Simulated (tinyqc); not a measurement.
Inside a calculation (part 1 of 2). Method: RHF in the sto-3g basis, for BH3, spin multiplicity 1. Computed by tinyqc, a small Python program that keeps every step (integrals from PySCF). Settings: charge = 0, multiplicity = 1, basis = sto-3g, energy threshold = 1e-10, iteration cap = 72, orthogonalisation = symmetric, start = atomic densities, DIIS depth = 6, method = RHF. Command: `OMP_NUM_THREADS=1 python tinyqc.py 31638 31639 out.jsonl` (the two numbers bound the seeds that draw the settings). One thread of a shared host (Intel(R) Xeon(R) Processor @ 2.60GHz), about 0.09 s of CPU time with the checks. Later iterations appear only in the table of the cycle.

## One-electron integrals

Geometry (angstrom):
```
atom         x         y        z
B      0.00000   0.00000  0.02600
H      1.23900   0.00000  0.00000
H     -0.61900   1.07300  0.00000
H     -0.61900  -1.07300  0.00000
```

Basis sto-3g: exponents (1/bohr^2) and contraction coefficients of normalised primitives:
```
element  l (shell)  exponent  coefficient
B            s (1)  48.79111      0.15433
B            s (1)   8.88736      0.53533
B            s (1)   2.40527      0.44463
B            s (2)   2.23696     -0.09997
B            s (2)   0.51982      0.39951
B            s (2)   0.16906      0.70012
B            p (3)   2.23696      0.15592
B            p (3)   0.51982      0.60768
B            p (3)   0.16906      0.39196
H            s (1)   3.42525      0.15433
H            s (1)   0.62391      0.53533
H            s (1)   0.16886      0.44463
```

Overlap, kinetic and nuclear-attraction integrals over the contracted functions; the nuclear repulsion is the sum of Za Zb / Rab.

nuclear repulsion = 7.1458319 hartree

overlap S:
```
          1B 1s    1B 2s    1B 2px    1B 2py    1B 2pz     2H 1s     3H 1s     4H 1s
1B 1s   1.00000  0.26933   0.00000   0.00000   0.00000   0.05943   0.05947   0.05947
1B 2s   0.26933  1.00000   0.00000   0.00000   0.00000   0.45073   0.45086   0.45086
1B 2px  0.00000  0.00000   1.00000   0.00000   0.00000   0.47099  -0.23540  -0.23540
1B 2py  0.00000  0.00000   0.00000   1.00000   0.00000   0.00000   0.40805  -0.40805
1B 2pz  0.00000  0.00000   0.00000   0.00000   1.00000  -0.00988  -0.00989  -0.00989
2H 1s   0.05943  0.45073   0.47099   0.00000  -0.00988   1.00000   0.09343   0.09343
3H 1s   0.05947  0.45086  -0.23540   0.40805  -0.00989   0.09343   1.00000   0.09336
4H 1s   0.05947  0.45086  -0.23540  -0.40805  -0.00989   0.09343   0.09336   1.00000
```

kinetic energy T (hartree):
```
           1B 1s     1B 2s    1B 2px    1B 2py    1B 2pz     2H 1s     3H 1s     4H 1s
1B 1s   10.82630  -0.04797   0.00000   0.00000   0.00000  -0.01441  -0.01441  -0.01441
1B 2s   -0.04797   0.35917   0.00000   0.00000   0.00000   0.07659   0.07665   0.07665
1B 2px   0.00000   0.00000   1.12388   0.00000   0.00000   0.20558  -0.10279  -0.10279
1B 2py   0.00000   0.00000   0.00000   1.12388   0.00000   0.00000   0.17818  -0.17818
1B 2pz   0.00000   0.00000   0.00000   0.00000   1.12388  -0.00431  -0.00432  -0.00432
2H 1s   -0.01441   0.07659   0.20558   0.00000  -0.00431   0.76003  -0.01125  -0.01125
3H 1s   -0.01441   0.07665  -0.10279   0.17818  -0.00432  -0.01125   0.76003  -0.01125
4H 1s   -0.01441   0.07665  -0.10279  -0.17818  -0.00432  -0.01125  -0.01125   0.76003
```

nuclear attraction V (hartree):
```
            1B 1s     1B 2s    1B 2px    1B 2py    1B 2pz     2H 1s     3H 1s     4H 1s
1B 1s   -24.42858  -3.48442   0.00000   0.00000   0.00108  -0.77318  -0.77364  -0.77364
1B 2s    -3.48442  -5.01524  -0.00005   0.00000   0.00962  -1.95953  -1.96021  -1.96021
1B 2px    0.00000  -0.00005  -5.04112   0.00000   0.00000  -1.93009   0.96470   0.96470
1B 2py    0.00000   0.00000   0.00000  -5.04130   0.00000   0.00000  -1.67230   1.67230
1B 2pz    0.00108   0.00962   0.00000   0.00000  -4.87224   0.04236   0.04238   0.04238
2H 1s    -0.77318  -1.95953  -1.93009   0.00000   0.04236  -3.82939  -0.39200  -0.39200
3H 1s    -0.77364  -1.96021   0.96470  -1.67230   0.04238  -0.39200  -3.82975  -0.39179
4H 1s    -0.77364  -1.96021   0.96470   1.67230   0.04238  -0.39200  -0.39179  -3.82975
```

core Hamiltonian H = T + V (hartree):
```
            1B 1s     1B 2s    1B 2px    1B 2py    1B 2pz     2H 1s     3H 1s     4H 1s
1B 1s   -13.60228  -3.53239   0.00000   0.00000   0.00108  -0.78759  -0.78805  -0.78805
1B 2s    -3.53239  -4.65607  -0.00005   0.00000   0.00962  -1.88294  -1.88356  -1.88356
1B 2px    0.00000  -0.00005  -3.91724   0.00000   0.00000  -1.72451   0.86191   0.86191
1B 2py    0.00000   0.00000   0.00000  -3.91742   0.00000   0.00000  -1.49412   1.49412
1B 2pz    0.00108   0.00962   0.00000   0.00000  -3.74836   0.03805   0.03806   0.03806
2H 1s    -0.78759  -1.88294  -1.72451   0.00000   0.03805  -3.06936  -0.40326  -0.40326
3H 1s    -0.78805  -1.88356   0.86191  -1.49412   0.03806  -0.40326  -3.06972  -0.40305
4H 1s    -0.78805  -1.88356   0.86191   1.49412   0.03806  -0.40326  -0.40305  -3.06972
```

## Two-electron integrals

Functions are numbered as in S; the eight-fold symmetry (ij|kl) = (ji|kl) = (kl|ij) leaves the list below.

Two-electron integrals (ij|kl) in chemists' order, unique and non-zero (hartree):
```
(11|11) 2.92351     (21|11) 0.51838     (21|21) 0.10926     (22|11) 0.74423
(22|21) 0.19318     (22|22) 0.54480     (31|31) 0.02026     (32|31) 0.03000
(32|32) 0.12035     (33|11) 0.74249     (33|21) 0.19324     (33|22) 0.54468
(33|33) 0.58677     (41|41) 0.02026     (42|41) 0.03000     (42|42) 0.12035
(43|43) 0.03163     (44|11) 0.74249     (44|21) 0.19324     (44|22) 0.54468
(44|33) 0.52351     (44|44) 0.58677     (51|51) 0.02026     (52|51) 0.03000
(52|52) 0.12035     (53|53) 0.03163     (54|54) 0.03163     (55|11) 0.74249
(55|21) 0.19324     (55|22) 0.54468     (55|33) 0.52351     (55|44) 0.52351
(55|55) 0.58677     (61|11) 0.11404     (61|21) 0.02396     (61|22) 0.04249
(61|31) 0.00175     (61|32) 0.00321     (61|33) 0.04293     (61|44) 0.04228
(61|51) -3.67e-05   (61|52) -0.00007    (61|53) -1.36e-05   (61|55) 0.04228
(61|61) 0.00542     (62|11) 0.26562     (62|21) 0.06996     (62|22) 0.21589
(62|31) 0.00772     (62|32) 0.04622     (62|33) 0.22785     (62|44) 0.20981
(62|51) -0.00016    (62|52) -0.00097    (62|53) -0.00038    (62|55) 0.20982
(62|61) 0.01637     (62|62) 0.11614     (63|11) 0.24503     (63|21) 0.06542
(63|22) 0.21305     (63|31) 0.01340     (63|32) 0.07484     (63|33) 0.23553
(63|44) 0.20170     (63|51) -0.00013    (63|52) -0.00088    (63|53) -0.00053
(63|55) 0.20171     (63|61) 0.01609     (63|62) 0.13436     (63|63) 0.16538
(64|41) 0.00714     (64|42) 0.03299     (64|43) 0.00873     (64|54) -0.00018
(64|64) 0.01311     (65|11) -0.00514    (65|21) -0.00137    (65|22) -0.00447
(65|31) -0.00013    (65|32) -0.00088    (65|33) -0.00458    (65|44) -0.00423
(65|51) 0.00714     (65|52) 0.03301     (65|53) 0.00873     (65|55) -0.00460
(65|61) -0.00034    (65|62) -0.00282    (65|63) -0.00320    (65|65) 0.01318
(66|11) 0.42138     (66|21) 0.11308     (66|22) 0.39393     (66|31) 0.01550
(66|32) 0.12207     (66|33) 0.44060     (66|44) 0.37037     (66|51) -0.00033
(66|52) -0.00256    (66|53) -0.00147    (66|55) 0.37040     (66|61) 0.02702
(66|62) 0.26782     (66|63) 0.33732     (66|65) -0.00708    (66|66) 0.77461
(71|11) 0.11411     (71|21) 0.02397     (71|22) 0.04252     (71|31) -0.00087
(71|32) -0.00160    (71|33) 0.04247     (71|41) 0.00151     (71|42) 0.00278
(71|43) -0.00028    (71|44) 0.04280     (71|51) -3.67e-05   (71|52) -0.00007
(71|53) 6.83e-06    (71|54) -1.18e-05   (71|55) 0.04231     (71|61) 0.00518
(71|62) 0.01497     (71|63) 0.01366     (71|64) 0.00062     (71|65) -0.00031
(71|66) 0.02403     (71|71) 0.00543     (72|11) 0.26572     (72|21) 0.06999
(72|22) 0.21597     (72|31) -0.00386    (72|32) -0.02310    (72|33) 0.21439
(72|41) 0.00669     (72|42) 0.04005     (72|43) -0.00781    (72|44) 0.22342
(72|51) -0.00016    (72|52) -0.00097    (72|53) 0.00019     (72|54) -0.00033
(72|55) 0.20990     (72|61) 0.01497     (72|62) 0.07775     (72|63) 0.07166
(72|64) 0.00931     (72|65) -0.00184    (72|66) 0.13761     (72|71) 0.01639
(72|72) 0.11621     (73|11) -0.12248    (73|21) -0.03270    (73|22) -0.10649
(73|31) 0.00870     (73|32) 0.04346     (73|33) -0.11158    (73|41) -0.00271
(73|42) -0.01812    (73|43) 0.01110     (73|44) -0.10696    (73|51) 0.00007
(73|52) 0.00044     (73|53) -0.00027    (73|54) 0.00015     (73|55) -0.10082
(73|61) -0.00629    (73|62) -0.02774    (73|63) -0.01875    (73|64) -0.00236
(73|65) 0.00065     (73|66) -0.04224    (73|71) -0.00805    (73|72) -0.06718
(73|73) 0.05116     (74|11) 0.21231     (74|21) 0.05668     (74|22) 0.18459
(74|31) -0.00271    (74|32) -0.01812    (74|33) 0.17830     (74|41) 0.01184
(74|42) 0.06441     (74|43) -0.01050    (74|44) 0.20053     (74|51) -0.00011
(74|52) -0.00076    (74|53) 0.00015     (74|54) -0.00044    (74|55) 0.17476
(74|61) 0.01214     (74|62) 0.06672     (74|63) 0.06126     (74|64) 0.01523
(74|65) -0.00155    (74|66) 0.11841     (74|71) 0.01395     (74|72) 0.11644
(74|73) -0.06594    (74|74) 0.12742     (75|11) -0.00514    (75|21) -0.00137
(75|22) -0.00447    (75|31) 0.00007     (75|32) 0.00044     (75|33) -0.00432
(75|41) -0.00011    (75|42) -0.00076    (75|43) 0.00015     (75|44) -0.00449
(75|51) 0.00714     (75|52) 0.03303     (75|53) -0.00437    (75|54) 0.00757
(75|55) -0.00460    (75|61) -0.00031    (75|62) -0.00184    (75|63) -0.00166
(75|64) -0.00021    (75|65) 0.00805     (75|66) -0.00342    (75|71) -0.00034
(75|72) -0.00282    (75|73) 0.00160     (75|74) -0.00277    (75|75) 0.01319
(76|11) 0.05321     (76|21) 0.01402     (76|22) 0.04377     (76|31) 0.00065
(76|32) 0.00396     (76|33) 0.04419     (76|41) 0.00113     (76|42) 0.00686
(76|43) 0.00034     (76|44) 0.04458     (76|51) -0.00005    (76|52) -0.00033
(76|53) -4.79e-05   (76|54) -0.00008    (76|55) 0.04249     (76|61) 0.00317
(76|62) 0.02018     (76|63) 0.02162     (76|64) 0.00220     (76|65) -0.00053
(76|66) 0.04214     (76|71) 0.00317     (76|72) 0.02018     (76|73) -0.00890
(76|74) 0.01983     (76|75) -0.00053    (76|76) 0.00440     (77|11) 0.42146
(77|21) 0.11310     (77|22) 0.39399     (77|31) -0.00775    (77|32) -0.06101
(77|33) 0.38796     (77|41) 0.01343     (77|42) 0.10575     (77|43) -0.03041
(77|44) 0.42313     (77|51) -0.00033    (77|52) -0.00256    (77|53) 0.00074
(77|54) -0.00128    (77|55) 0.37045     (77|61) 0.02402     (77|62) 0.13758
(77|63) 0.12366     (77|64) 0.02258     (77|65) -0.00342    (77|66) 0.24616
(77|71) 0.02704     (77|72) 0.26792     (77|73) -0.16860    (77|74) 0.29226
(77|75) -0.00708    (77|76) 0.04214     (77|77) 0.77461     (81|11) 0.11411
(81|21) 0.02397     (81|22) 0.04252     (81|31) -0.00087    (81|32) -0.00160
(81|33) 0.04247     (81|41) -0.00151    (81|42) -0.00278    (81|43) 0.00028
(81|44) 0.04280     (81|51) -3.67e-05   (81|52) -0.00007    (81|53) 6.83e-06
(81|54) 1.18e-05    (81|55) 0.04231     (81|61) 0.00518     (81|62) 0.01497
(81|63) 0.01366     (81|64) -0.00062    (81|65) -0.00031    (81|66) 0.02403
(81|71) 0.00518     (81|72) 0.01498     (81|73) -0.00737    (81|74) 0.01153
(81|75) -0.00031    (81|76) 0.00295     (81|77) 0.02403     (81|81) 0.00543
(82|11) 0.26572     (82|21) 0.06999     (82|22) 0.21597     (82|31) -0.00386
(82|32) -0.02310    (82|33) 0.21439     (82|41) -0.00669    (82|42) -0.04005
(82|43) 0.00781     (82|44) 0.22342     (82|51) -0.00016    (82|52) -0.00097
(82|53) 0.00019     (82|54) 0.00033     (82|55) 0.20990     (82|61) 0.01497
(82|62) 0.07775     (82|63) 0.07166     (82|64) -0.00931    (82|65) -0.00184
(82|66) 0.13761     (82|71) 0.01498     (82|72) 0.07777     (82|73) -0.04387
(82|74) 0.05742     (82|75) -0.00184    (82|76) 0.01480     (82|77) 0.13760
(82|81) 0.01639     (82|82) 0.11621     (83|11) -0.12248    (83|21) -0.03270
(83|22) -0.10649    (83|31) 0.00870     (83|32) 0.04346     (83|33) -0.11158
(83|41) 0.00271     (83|42) 0.01812     (83|43) -0.01110    (83|44) -0.10696
(83|51) 0.00007     (83|52) 0.00044     (83|53) -0.00027    (83|54) -0.00015
(83|55) -0.10082    (83|61) -0.00629    (83|62) -0.02774    (83|63) -0.01875
(83|64) 0.00236     (83|65) 0.00065     (83|66) -0.04224    (83|71) -0.00737
(83|72) -0.04387    (83|73) 0.03220     (83|74) -0.03180    (83|75) 0.00102
(83|76) -0.00654    (83|77) -0.08133    (83|81) -0.00805    (83|82) -0.06718
(83|83) 0.05116     (84|11) -0.21231    (84|21) -0.05668    (84|22) -0.18459
(84|31) 0.00271     (84|32) 0.01812     (84|33) -0.17830    (84|41) 0.01184
(84|42) 0.06441     (84|43) -0.01050    (84|44) -0.20053    (84|51) 0.00011
(84|52) 0.00076     (84|53) -0.00015    (84|54) -0.00044    (84|55) -0.17476
(84|61) -0.01214    (84|62) -0.06672    (84|63) -0.06126    (84|64) 0.01523
(84|65) 0.00155     (84|66) -0.11841    (84|71) -0.01153    (84|72) -0.05742
(84|73) 0.03180     (84|74) -0.03579    (84|75) 0.00134     (84|76) -0.01133
(84|77) -0.09583    (84|81) -0.01395    (84|82) -0.11644    (84|83) 0.06594
(84|84) 0.12742     (85|11) -0.00514    (85|21) -0.00137    (85|22) -0.00447
(85|31) 0.00007     (85|32) 0.00044     (85|33) -0.00432    (85|41) 0.00011
(85|42) 0.00076     (85|43) -0.00015    (85|44) -0.00449    (85|51) 0.00714
(85|52) 0.03303     (85|53) -0.00437    (85|54) -0.00757    (85|55) -0.00460
(85|61) -0.00031    (85|62) -0.00184    (85|63) -0.00166    (85|64) 0.00021
(85|65) 0.00805     (85|66) -0.00342    (85|71) -0.00031    (85|72) -0.00184
(85|73) 0.00102     (85|74) -0.00134    (85|75) 0.00805     (85|76) -0.00038
(85|77) -0.00342    (85|81) -0.00034    (85|82) -0.00282    (85|83) 0.00160
(85|84) 0.00277     (85|85) 0.01319     (86|11) 0.05321     (86|21) 0.01402
(86|22) 0.04377     (86|31) 0.00065     (86|32) 0.00396     (86|33) 0.04419
(86|41) -0.00113    (86|42) -0.00686    (86|43) -0.00034    (86|44) 0.04458
(86|51) -0.00005    (86|52) -0.00033    (86|53) -4.79e-05   (86|54) 0.00008
(86|55) 0.04249     (86|61) 0.00317     (86|62) 0.02018     (86|63) 0.02162
(86|64) -0.00220    (86|65) -0.00053    (86|66) 0.04214     (86|71) 0.00295
(86|72) 0.01480     (86|73) -0.00654    (86|74) 0.01133     (86|75) -0.00038
(86|76) 0.00342     (86|77) 0.02567     (86|81) 0.00317     (86|82) 0.02018
(86|83) -0.00890    (86|84) -0.01983    (86|85) -0.00053    (86|86) 0.00440
(87|11) 0.05318     (87|21) 0.01401     (87|22) 0.04374     (87|31) -0.00131
(87|32) -0.00791    (87|33) 0.04474     (87|44) 0.04397     (87|51) -0.00005
(87|52) -0.00033    (87|53) 0.00010     (87|55) 0.04247     (87|61) 0.00294
(87|62) 0.01479     (87|63) 0.01308     (87|65) -0.00038    (87|66) 0.02565
(87|71) 0.00317     (87|72) 0.02017     (87|73) -0.01271    (87|74) 0.01762
(87|75) -0.00053    (87|76) 0.00341     (87|77) 0.04211     (87|81) 0.00317
(87|82) 0.02017     (87|83) -0.01271    (87|84) -0.01762    (87|85) -0.00053
(87|86) 0.00341     (87|87) 0.00439     (88|11) 0.42146     (88|21) 0.11310
(88|22) 0.39399     (88|31) -0.00775    (88|32) -0.06101    (88|33) 0.38796
(88|41) -0.01343    (88|42) -0.10575    (88|43) 0.03041     (88|44) 0.42313
(88|51) -0.00033    (88|52) -0.00256    (88|53) 0.00074     (88|54) 0.00128
(88|55) 0.37045     (88|61) 0.02402     (88|62) 0.13758     (88|63) 0.12366
(88|64) -0.02258    (88|65) -0.00342    (88|66) 0.24616     (88|71) 0.02403
(88|72) 0.13760     (88|73) -0.08133    (88|74) 0.09583     (88|75) -0.00342
(88|76) 0.02567     (88|77) 0.24611     (88|81) 0.02704     (88|82) 0.26792
(88|83) -0.16860    (88|84) -0.29226    (88|85) -0.00708    (88|86) 0.04214
(88|87) 0.04211     (88|88) 0.77461
```

## Orthogonalisation

S = U s U^T; symmetric (Loewdin) form X = U s^(-1/2) U^T, so that X^T S X = 1.

eigenvalues of S: 0.28073  0.37437  0.37462  0.95571  1.00070  1.53192  1.53227  1.94967

X:
```
           1B 1s     1B 2s    1B 2px    1B 2py    1B 2pz     2H 1s     3H 1s     4H 1s
1B 1s    1.03339  -0.17828   0.00000   0.00000   0.00079   0.02745   0.02745   0.02745
1B 2s   -0.17828   1.38214   0.00000   0.00000  -0.00754  -0.31840  -0.31853  -0.31853
1B 2px   0.00000   0.00000   1.18754   0.00000   0.00000  -0.33609   0.16800   0.16800
1B 2py   0.00000   0.00000   0.00000   1.18779   0.00000   0.00000  -0.29127   0.29127
1B 2pz   0.00079  -0.00754   0.00000   0.00000   1.00016   0.00682   0.00683   0.00683
2H 1s    0.02745  -0.31840  -0.33609   0.00000   0.00682   1.23958  -0.01462  -0.01462
3H 1s    0.02745  -0.31853   0.16800  -0.29127   0.00683  -0.01462   1.23975  -0.01469
4H 1s    0.02745  -0.31853   0.16800   0.29127   0.00683  -0.01462  -0.01469   1.23975
```

## Starting guess

The start is atomic minimal-basis densities projected into this basis (PySCF's MINAO start) and scaled to the electron count of each spin; this density is not idempotent, so its energy is not variational and may lie below the converged one.

D at the start:
```
           1B 1s     1B 2s    1B 2px    1B 2py    1B 2pz     2H 1s     3H 1s     4H 1s
1B 1s    2.16318  -0.50848   0.00001   0.00000  -0.00123  -0.04013  -0.04013  -0.04013
1B 2s   -0.50848   1.90275  -0.00003   0.00000   0.00386   0.14284   0.14285   0.14285
1B 2px   0.00001  -0.00003   0.26537   0.00000   0.00000   0.05460  -0.02729  -0.02729
1B 2py   0.00000   0.00000   0.00000   0.26531   0.00000   0.00000   0.04729  -0.04729
1B 2pz  -0.00123   0.00386   0.00000   0.00000   0.31999  -0.00081  -0.00081  -0.00081
2H 1s   -0.04013   0.14284   0.05460   0.00000  -0.00081   0.93940   0.02268   0.02268
3H 1s   -0.04013   0.14285  -0.02729   0.04729  -0.00081   0.02268   0.93938   0.02265
4H 1s   -0.04013   0.14285  -0.02729  -0.04729  -0.00081   0.02268   0.02265   0.93938
```

## Iteration 1: building the Fock matrix

J_ij = sum D_kl (ij|kl), K_ij = sum D_kl (ik|jl); F = H + J - 0.5 K; E = tr D H + tr D J / 2 - 0.25 tr D K + E_nn.

Coulomb J (hartree):
```
           1B 1s     1B 2s    1B 2px    1B 2py    1B 2pz     2H 1s     3H 1s     4H 1s
1B 1s    9.32006   1.93846   0.00000   0.00000  -0.00095   0.42696   0.42721   0.42721
1B 2s    1.93846   4.27431   0.00005   0.00000  -0.00767   1.71428   1.71484   1.71484
1B 2px   0.00000   0.00005   4.30595   0.00000   0.00000   1.70877  -0.85406  -0.85406
1B 2py   0.00000   0.00000   0.00000   4.30604   0.00000   0.00000   1.48050  -1.48050
1B 2pz  -0.00095  -0.00767   0.00000   0.00000   4.19712  -0.03748  -0.03749  -0.03749
2H 1s    0.42696   1.71428   1.70877   0.00000  -0.03748   3.28786   0.34623   0.34623
3H 1s    0.42721   1.71484  -0.85406   1.48050  -0.03749   0.34623   3.28813   0.34603
4H 1s    0.42721   1.71484  -0.85406  -1.48050  -0.03749   0.34623   0.34603   3.28813
```

exchange K (hartree):
```
           1B 1s     1B 2s    1B 2px    1B 2py    1B 2pz     2H 1s     3H 1s     4H 1s
1B 1s    6.03167   1.14377   0.00000   0.00000  -0.00121   0.27908   0.27924   0.27924
1B 2s    1.14377   1.70030   0.00001   0.00000  -0.00885   0.85339   0.85364   0.85364
1B 2px   0.00000   0.00001   0.75152   0.00000   0.00000   0.51323  -0.25650  -0.25650
1B 2py   0.00000   0.00000   0.00000   0.75177   0.00000   0.00000   0.44468  -0.44468
1B 2pz  -0.00121  -0.00885   0.00000   0.00000   0.51457  -0.01236  -0.01236  -0.01236
2H 1s    0.27908   0.85339   0.51323   0.00000  -0.01236   1.12781   0.27886   0.27886
3H 1s    0.27924   0.85364  -0.25650   0.44468  -0.01236   0.27886   1.12797   0.27878
4H 1s    0.27924   0.85364  -0.25650  -0.44468  -0.01236   0.27886   0.27878   1.12797
```

Fock matrix F (hartree):
```
           1B 1s     1B 2s    1B 2px    1B 2py   1B 2pz     2H 1s     3H 1s     4H 1s
1B 1s   -7.29806  -2.16582   0.00000   0.00000  0.00073  -0.50018  -0.50046  -0.50046
1B 2s   -2.16582  -1.23191   0.00000   0.00000  0.00637  -0.59535  -0.59554  -0.59554
1B 2px   0.00000   0.00000   0.01294   0.00000  0.00000  -0.27235   0.13610   0.13610
1B 2py   0.00000   0.00000   0.00000   0.01274  0.00000   0.00000  -0.23596   0.23596
1B 2pz   0.00073   0.00637   0.00000   0.00000  0.19147   0.00675   0.00675   0.00675
2H 1s   -0.50018  -0.59535  -0.27235   0.00000  0.00675  -0.34540  -0.19645  -0.19645
3H 1s   -0.50046  -0.59554   0.13610  -0.23596  0.00675  -0.19645  -0.34557  -0.19641
4H 1s   -0.50046  -0.59554   0.13610   0.23596  0.00675  -0.19645  -0.19641  -0.34557
```

total energy of this density = -25.8563869 hartree

This density is the starting one; it is not idempotent, so its energy is not variational and may lie below the converged one.
